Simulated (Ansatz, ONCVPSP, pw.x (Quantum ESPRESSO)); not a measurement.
# boron: does the ONCV potential hold in the solid?

B, optimised norm-conserving Vanderbilt (ONCV), made with ONCVPSP 4.0.1.1 (patched build) (PBEsol, scalar-relativistic). Core [He], reference 2s2 2p1. Waves: 2s: rc 1.25 bohr, ncon 4, nbas 8, qcut 6.2 1/bohr, 2 projectors, debl 0.7 Ha; 2p: rc 3.55 bohr, ncon 4, nbas 7, qcut 3.1 1/bohr, 2 projectors, debl 1.5 Ha; d scattering state at 0.08 Ha: rc 3.90 bohr, ncon 4, nbas 9, qcut 2.3 1/bohr, 3 projectors, debl 1.4 Ha. Local part: polynomial inside 1.05 bohr (lpopt 5, dvloc0 6 Ha). Core correction: Teter function, fcfact 4.5, rcfact 1.6.

Atomic tests: cutoffs needed: 13 Ha and 17 Ha (the cutoffs (Ha) at which the residual kinetic energy of the hardest occupied pseudo-wave falls to 1 and 0.1 mHa per electron); ghost test: no bound ghost flagged; no localised positive-energy state flagged; largest excitation error: +618 meV (all-electron minus pseudo) for 2s1 2p0, out of 4 test configurations.

Crystal test: fcc B in pw.x 7.5, no spin, 18³ k-points, Fermi–Dirac smearing 0.01 Ry, cutoffs 50/200 Ry. The reference is all-electron LAPW (Ansatz 0.2.0) with the same functional, mesh and smearing; V0 and B0 come from Birch–Murnaghan fits to the pressures at five volumes. Errors are pseudo minus all-electron; Δ is the rms difference of the E(V) curves that follow from these fits, minima aligned, over ±6 % about the mean V0. Mesh and smearing are coarse, so the numbers serve the comparison and aren't converged zero-temperature values; the lattice is a test structure that the element need not adopt.

```csv
V (Å³/atom),P all-electron (GPa),P pseudo (GPa)
5.544,15.12,-334.00
5.690,6.84,-323.11
5.836,-0.51,-312.10
5.982,-7.04,-301.06
6.128,-12.83,-290.07
```

All-electron: a0 = 2.856 Å (V0 = 5.83 Å³/atom), B0 = 278.7 GPa.

Pseudopotential: converged, but broken (pressure over 100 GPa off). The pressure does not cross zero within the volumes sampled, so no fit is given. The largest radius (3.90 bohr) exceeds half the bond length (1.91 bohr), so the spheres overlap, which is one possible source of error among others. The pseudo pressure rises with volume over the whole range, a mechanical instability. A pressure error of this size marks a broken potential; the numbers have no physical meaning.

Task: At the middle volume, how do free energy and pressure move when the wave cutoff is lowered (ecutrho kept at four times it)?

Result:

| cutoff (Ry) | shift of F (meV/atom) | shift of P (GPa) |
| --- | --- | --- |
| 22 | +102.1 | -4.63 |
| 30 | +29.3 | -2.76 |
| 40 | +3.2 | +0.06 |

The run at the middle volume (195 k-points, 6 iterations) took about 8.1 s on one core of a shared host (Neoverse-N1, 64 threads, 124 GiB, load 57).
